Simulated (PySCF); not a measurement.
Stick spectrum of a doublet radical in fast tumbling, microwave frequency 9.757 GHz, simulated to first order from computed parameters.

Lines, field (mT) (relative intensity): 335.55 (1), 337.02 (1), 338.48 (1), 339.95 (1), 345.55 (2), 347.01 (2), 348.47 (2), 349.94 (2), 355.54 (1), 357.00 (1), 358.47 (1), 359.93 (1)

Problem. What is g?

Solution. The pattern is symmetric about 347.74 mT, so g = hν/(μB·B0) = 9757/(13.99624 × 347.74) = 2.0047, a shift of +2.4 × 10⁻³ from the free-electron value.

Problem. Take the pattern apart into splittings.

Solution. The first two lines at either end are about 1.46 mT apart, which is the smallest coupling, and their intensity ratio 1:1 counts the nuclei that share it. In full: a 1:2:1 triplet of 9.99 mT (280 MHz), from 2 nuclei of spin 1/2; a 1:1:1:1 quartet of 1.46 mT (41 MHz), from 1 nucleus of spin 3/2. Check: Σ 2nI·a is the distance from the first to the last line, 24.38 mT.

Problem. The radical has the formula CClF2. Propose a structure, and say which nuclei carry the couplings.

Solution. The pattern alone needn't single out one isomer; the structure behind this simulation is `F[C](F)Cl` [radical], numbered [F:1][C:2]([F:3])[Cl:4]. 9.99 mT: 19F at F1/F3 (1 bond from C2; computed sign +); 1.46 mT: 35Cl at Cl4 (1 bond from C2; computed sign +). The largest Mulliken spin populations are on C2 (+0.78) and Cl4 (+0.10). No atom but C2 exceeds +0.15. The angles at C2 add up to 341.1°, so it is pyramidal.

Theory: PySCF 2.14.0, UKS B3LYP, pcH-1 on C Cl F, non-relativistic, mean-field spin-orbit, GIAO. Geometry: GFN2-xTB; no solvent, vibrations or thermal averaging. A GFN2-xTB geometry isn't a minimum of the functional, and hyperfine couplings can be far from their values at a DFT geometry.

Means are taken over nuclei equivalent by connectivity, which assumes that they swap fast.

Main isotope only: 35Cl (natural samples also hold 24 % 37Cl, magnetic too, which adds its own pattern).

First-order positions only. To second order lines move to lower field by a²/(2B0)·[J(J+1) − M²], with J the total spin of the equivalent nuclei and M its projection: up to 0.29 mT for the 9.99 mT coupling at this field, and inner lines split by J.

Rare isotopes and splittings under 0.04 mT were left out of the simulation.
